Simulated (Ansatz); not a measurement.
# Graphite

All values below come from LDA (PAW; Ansatz, a quantum-chemistry and plane-wave program).

Cell: relaxed at this level.

For graphite, the interlayer binding energy is 9.6 meV/Å². The layer repeat distance is 3.325 Å and the gap between the layers comes out as 3.325 Å.

Measured, for comparison: interlayer binding energy 23.3 ± 2 meV/Å² (temperature not stated, no zero-point or thermal correction, bulk; as tabulated in Ning et al. (2022), arXiv:2204.11717). Computed (rounded) less measured: interlayer binding energy -59 %.

The computed numbers hold no vibrational or temperature effects.

Cost on a shared machine: very roughly 20 core-seconds.
